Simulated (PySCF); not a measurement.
A side-by-side comparison of computed properties.

First species: C₄H₄NP.
Cartesian coordinates in Å at the GFN2-xTB level; atoms count from 1:
```
atom  x, y, z in Å
N1    -2.948   -0.313   -0.178
C2    -1.880    0.094   -0.163
C3    -0.522    0.571   -0.138
C4     0.452   -0.595    0.133
C5     1.817   -0.126    0.158
P6     3.266    0.427    0.176
H7    -0.291    1.036   -1.101
H8    -0.427    1.328    0.645
H9     0.204   -1.062    1.093
H10    0.337   -1.356   -0.648
```

Second species: (Z)-acetaldoxime, C₂H₅NO.
Geometry (GFN2-xTB, Å), atoms numbered from 1 in this order:
```xyz
9
C2H5NO angstrom
C     -1.0368   -0.3102    0.3187
C     -0.1135    0.7231   -0.2278
N      1.1233    0.6305   -0.4513
O      1.7306   -0.5925   -0.1548
H     -0.4936   -1.2281    0.5260
H     -1.8300   -0.5107   -0.4002
H     -1.4974    0.0562    1.2351
H     -0.5260    1.6920   -0.4773
H      2.6570   -0.4543   -0.3936
```

Levels: CAM-B3LYP/def2-SVPD for dipole moment, HOMO energy, LUMO energy, HOMO–LUMO gap, static isotropic polarisability and electronic spatial extent ⟨r²⟩ about the centre of nuclear charge; TDDFT CAM-B3LYP/def2-SVPD for lowest singlet excitation; TDA CAM-B3LYP/def2-SVPD for lowest triplet excitation (Tamm–Dancoff); GFN2-xTB for rotational constant A and rotational constant C. Geometries: GFN2-xTB. Each species is one conformer at its optimised geometry, gas phase, non-relativistic unless stated; the electronic structure was computed with PySCF and density fitting.

The conformers computed, where there is a choice (atom-mapped SMILES and torsion angles):
- `[N:1]#[C:2][CH2:3][CH2:4][C:5]#[P:6]`: C2–C3–C4–C5 180°
- `[CH3:1]/[CH:2]=[N:3]\[OH:4]`: H–O4–N3–C2 180°

**Question.** Which has the higher rotational constant A?

**Answer.** The first: 23.741 GHz against 18.833 GHz, a difference of 4.908 GHz.

**Question.** Which of the two has the higher rotational constant C, and by how much?

**Answer.** The second: 4.725 GHz against 0.956 GHz, a difference of 3.769 GHz.

**Question.** Which of the two has the higher HOMO–LUMO gap, and by how much?

**Answer.** The second: 10.19 eV against 8.80 eV, a difference of 1.39 eV.

**Question.** Which of the two has the higher static isotropic polarisability, and by how much?

**Answer.** The first: 74.9 au against 39.6 au, a difference of 35.3 au.

**Question.** Which of the two has the higher LUMO energy, and by how much?

**Answer.** The second: 1.18 eV against -0.39 eV, a difference of 1.57 eV.

**Question.** Which has the higher ⟨r²⟩?

**Answer.** The first: 1063 bohr² against 287 bohr², a difference of 776 bohr².

**Question.** Which of the two has the higher dipole moment, and by how much?

**Answer.** The first: 2.95 D against 0.87 D, a difference of 2.08 D.

**Question.** Which has the higher S1 energy?

**Answer.** The second: 6.00 eV against 4.27 eV, a difference of 1.73 eV.

On the first: The principal polarisabilities are 54.0, 57.4 and 113.3 au; their mean is the isotropic value. The dipole matches unit charges of opposite sign 0.61 Å apart (1 e·Å = 4.8032 D).

On the second: The 8 singlets span 6.00 to 8.65 eV, and their oscillator strengths add up to 0.32. The dipole equals about 2.9 × 10⁻³⁰ C·m (1 D = 3.33564 × 10⁻³⁰ C·m).
